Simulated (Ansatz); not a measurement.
**AlH₄O+ (SMILES [OH2+][AlH2]): functionals against CCSD(T) at one geometry**

One table from this session's results is given with a row withheld; the runs are named, their logs left out.

Program: Ansatz 0.2.0, Gaussian basis. Level of theory: single points in def2-TZVPP. These are calculated values, not measurements.

Correlated methods freeze the cores.

## The starting structure

SMILES `[OH2+][AlH2]`, 6 atoms, charge 1, spin multiplicity 1.

Atoms are counted from 1 here; the program's logs count them from 0.

Bond lengths: O1–Al2 1.875 Å, O1–H3 0.788 Å, O1–H4 0.916 Å, Al2–H5 1.318 Å. Angles: Al2–O1–H3 137.3°, Al2–O1–H4 131.5°, H3–O1–H4 88.3°, O1–Al2–H5 106.5°.

As a file:

```xyz
6
AlH4O
O    -0.11820   -0.98250   -0.01590
Al   -0.04220    0.88990   -0.09030
H    -0.61890   -1.53130    0.24580
H     0.54210   -1.61700   -0.00080
H     0.00610    1.21200   -1.36780
H     0.17570    1.44320    1.54710
```

Set-up of the first run:

run/in.yaml reads:

```yaml
crystal:
  periodic: [false, false, false]
  atoms:
    - {symbol: O, position_ang: [-0.118200, -0.982500, -0.015900]}
    - {symbol: Al, position_ang: [-0.042200, 0.889900, -0.090300]}
    - {symbol: H, position_ang: [-0.618900, -1.531300, 0.245800]}
    - {symbol: H, position_ang: [0.542100, -1.617000, -0.000800]}
    - {symbol: H, position_ang: [0.006100, 1.212000, -1.367800]}
    - {symbol: H, position_ang: [0.175700, 1.443200, 1.547100]}
basis:
  gaussian: {orbitals: def2-TZVPP}
total_charge: 1
correlation: {method: ccsd_t}
output: {forces: true}
```

The command line of these runs was not kept.

Steps of the session up to this table: CCSD(T)/def2-TZVPP; PBE0-D4/def2-TZVPP; wB97M-V/def2-TZVPP; r2SCAN-D4/def2-TZVPP; PBE-D4/def2-TZVPP; r2SCANh-D4/def2-TZVPP; SPW92/def2-TZVPP.

One table of the session follows, with a row left open; its other results are not shown here.

| method | RMS force component (eV/Å) | angle to CCSD(T) forces (°) |
| --- | --- | --- |
| CCSD(T) | 6.159 | reference |
| PBE0-D4 | 6.161 | 0.2 |
| wB97M-V | ? | ? |
| r2SCAN-D4 | 6.157 | 0.5 |
| PBE-D4 | 6.294 | 1.6 |
| r2SCANh-D4 | 6.123 | 0.4 |
| SPW92 | 6.438 | 2.7 |

**Question.** Estimate the row for wB97M-V.

As computed: RMS force component (eV/Å): 6.147; angle to CCSD(T) forces (°): 0.6. In the column «RMS force component (eV/Å)» it lies between r2SCANh-D4 (6.123) and r2SCAN-D4 (6.157).
